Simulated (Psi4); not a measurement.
# UMP2.5/ANO0 (fitted SCF) run of CH3NO (formaldoxime)

What is the vertical singlet–triplet gap of CH3NO (formaldoxime) at UMP2.5/ANO0 (fitted SCF)? 

The results are computed with Psi4 1.11.

3 further runs of the same task are left out: 3 set aside as unsound or not needed.

## 1. Starting point

The species is CH3NO (6 atoms), meant as a singlet with charge 0. SMILES: `C=NO`. The coordinates come from a GFN2-xTB relaxation. This is one conformer, not always the lowest.

Bond lengths: C1–N2 1.256 Å, N2–O3 1.388 Å, C1–H4 1.076 Å, C1–H5 1.086 Å, O3–H6 0.968 Å. Angles: C1–N2–O3 116.0°, N2–C1–H4 116.5°, N2–C1–H5 124.3°, N2–O3–H6 104.7°, H4–C1–H5 119.2°.

## 2. The energy at UMP2.5/ANO0 (fitted SCF)

The input, job.in:

```
memory 1.6 GB

molecule mol {
  0 1
  C
  N 1 R2
  O 2 R3 1 A3
  H 1 R4 2 A4 3 D4
  H 1 R5 4 A5 2 D5
  H 3 R6 2 A6 1 D6

  R2 = 1.256002
  R3 = 1.387831
  A3 = 116.02338
  R4 = 1.075728
  A4 = 116.52589
  D4 = -179.93546
  R5 = 1.08648
  A5 = 119.17798
  D5 = -179.95416
  R6 = 0.968297
  A6 = 104.65196
  D6 = 179.9195
}

set {
  basis ANO0
  reference uhf
  freeze_core true
  mp_type conv
}

e_tot, wfn = energy("mp2.5", return_wfn=True)
```

Run with:

```sh
psi4 -n 1 job.in job.out
```

job.out:

```text
[...]
  Running in c1 symmetry.
[...]
  Nuclear repulsion =   70.874147517887153
[...]
  Multiplicity = 1
[...]
  Nalpha       = 12
  Nbeta        = 12
[...]
    Number of basis functions: 57
[...]
   @UHF iter   1:  -168.84974258050642   -7.64023e-01   5.55846e-03 ADIIS/DIIS
[...]
   @UHF iter  12:  -168.90412395116465   -3.52429e-12   6.74820e-09 DIIS
[...]
   @S^2 Observed:                2.664535259E-14
[...]
    Orbital Energies [Eh]
    ---------------------
    Alpha Occupied:
       1A    -20.598023     2A    -15.627684     3A    -11.271620
       4A     -1.431468     5A     -1.164983     6A     -0.830646
       7A     -0.724942     8A     -0.662621     9A     -0.599828
      10A     -0.597536    11A     -0.440805    12A     -0.408503
    Alpha Virtual:
      13A      0.163309    14A      0.261923    15A      0.337219
      16A      0.367841    17A      0.419687    18A      0.526352
      19A      0.668120    20A      0.698432    21A      0.726606
      22A      0.847594    23A      0.876025    24A      0.923404
      25A      0.988126    26A      1.062104    27A      1.153992
[...]
  @UHF Final Energy:  -168.90412395116465
   => Energetics <=
    Nuclear Repulsion Energy =             70.8741475178871525
    One-Electron Energy =                -370.8392273391730214
    Two-Electron Energy =                 131.0609558701212336
    Total Energy =                       -168.9041239511646495
  UHF NO Occupations:
  HONO-2 :   10  A 2.0000000
  HONO-1 :   11  A 2.0000000
[...]
 Multipole Moments:
 ------------------------------------------------------------------------------------
     Multipole            Electronic (a.u.)      Nuclear  (a.u.)        Total (a.u.)
 ------------------------------------------------------------------------------------
 L = 1.  Multiply by 2.5417464519 to convert [e a0] to [Debye]
 Dipole X            :         -0.0007627            0.0018786            0.0011159
 Dipole Y            :         -0.2748032            0.3740811            0.0992778
 Dipole Z            :          1.2592182           -1.4532709           -0.1940527
 Magnitude           :                                                    0.2179766
[...]
	SCS-MP2 Total Energy (a.u.)        :  -169.40837212583511
	SOS-MP2 Total Energy (a.u.)        :  -169.40241167913229
	SCSN-MP2 Total Energy (a.u.)       :  -169.13797658696109
[...]
	SOS-PI-MP2 Total Energy (a.u.)     :  -169.44074150436055
[...]
	MP2 Total Energy (a.u.)            :  -169.42029301924086
[...]
```

It took 75 s on 1 thread of Intel Xeon 6975P-C (Granite Rapids), shared host; peak memory 0.4 GiB.

## 3. The triplet at the same level

The input, calc.in:

```
memory 1.6 GB

molecule system {
  0 3
  C     -0.646970     0.287100    -0.538110
  N     -0.049470    -0.553420     0.178870
  O      1.120090    -0.115520     0.784220
  H     -1.555160    -0.043500    -1.010430
  H     -0.304790     1.305140    -0.702260
  H      1.436290    -0.879800     1.287700
}

set basis ANO0
set reference uhf
set freeze_core true
set mp_type conv

result, w = energy("mp2.5", return_wfn=True)
```

Run with:

```sh
psi4 calc.in calc.out -n 1
```

calc.out:

```text
[...]
  Running in c1 symmetry.
[...]
  Nuclear repulsion =   70.874147940118945
[...]
  Multiplicity = 3
[...]
  Nalpha       = 13
  Nbeta        = 11
[...]
    Number of basis functions: 57
[...]
   @UHF iter   1:  -168.65136557974597   -5.65646e-01   6.49383e-03 DIIS/ADIIS
[...]
   @UHF iter  22:  -168.74653101184887   -2.24532e-12   7.39508e-09 DIIS
[...]
   @S^2 Observed:                2.018956868E+00
[...]
    Orbital Energies [Eh]
    ---------------------
    Alpha Occupied:
       1A    -20.636090     2A    -15.665499     3A    -11.219286
       4A     -1.477123     5A     -1.205305     6A     -0.873461
       7A     -0.774196     8A     -0.686182     9A     -0.679804
      10A     -0.604828    11A     -0.522815    12A     -0.501171
      13A     -0.250299
    Alpha Virtual:
      14A      0.235318    15A      0.323264    16A      0.372522
      17A      0.427242    18A      0.522955    19A      0.654889
      20A      0.709911    21A      0.716713    22A      0.815432
      23A      0.876515    24A      0.882244    25A      0.954092
[...]
  @UHF Final Energy:  -168.74653101184887
   => Energetics <=
    Nuclear Repulsion Energy =             70.8741479401189451
    One-Electron Energy =                -370.4976163141489565
    Two-Electron Energy =                 130.8769373621811667
    Total Energy =                       -168.7465310118488730
  UHF NO Occupations:
  HONO-2 :   11  A 1.9955210
  HONO-1 :   12  A 1.0000000
[...]
 Multipole Moments:
 ------------------------------------------------------------------------------------
     Multipole            Electronic (a.u.)      Nuclear  (a.u.)        Total (a.u.)
 ------------------------------------------------------------------------------------
 L = 1.  Multiply by 2.5417464519 to convert [e a0] to [Debye]
 Dipole X            :          1.1813684           -0.9562612            0.2251072
 Dipole Y            :         -1.3199019            0.7195309           -0.6003710
 Dipole Z            :          1.2858582           -0.9054154            0.3804428
 Magnitude           :                                                    0.7455570
[...]
	SCS-MP2 Total Energy (a.u.)        :  -169.20678959375891
	SOS-MP2 Total Energy (a.u.)        :  -169.19997463809327
	SCSN-MP2 Total Energy (a.u.)       :  -168.96668185057658
[...]
	SOS-PI-MP2 Total Energy (a.u.)     :  -169.23485491703514
[...]
	MP2 Total Energy (a.u.)            :  -169.22041950509021
[...]
```

Run time: 89 s. Hardware: 1 thread of Intel Xeon 6975P-C (Granite Rapids), shared host; peak memory 0.4 GiB.

## 4. What came out

Level: UMP2.5/ANO0 (fitted SCF), 3 core orbitals frozen.

| quantity | value |
| --- | --- |
| singlet: total energy | -169.42639 Eh |
| singlet: HOMO energy (Hartree–Fock orbitals) | -11.12 eV |
| singlet: LUMO energy (Hartree–Fock orbitals) | 4.44 eV |
| singlet: HOMO–LUMO gap (Hartree–Fock orbitals) | 15.56 eV |
| singlet: correlation energy (3 core orbitals frozen) | -522.3 mEh |
| triplet: total energy | -169.23045 Eh |
| triplet: HOMO energy (Hartree–Fock orbitals) (highest over α and β) | -6.81 eV |
| triplet: LUMO energy (Hartree–Fock orbitals) (lowest over α and β) | 1.02 eV |
| triplet: correlation energy (3 core orbitals frozen) | -483.9 mEh |
| triplet: ⟨S²⟩ of the reference determinant | 2.019 |
| vertical energy of the triplet above the singlet | 5.332 eV |

In words: At this shape the triplet lies 5.33 eV (514 kJ/mol) above the singlet.
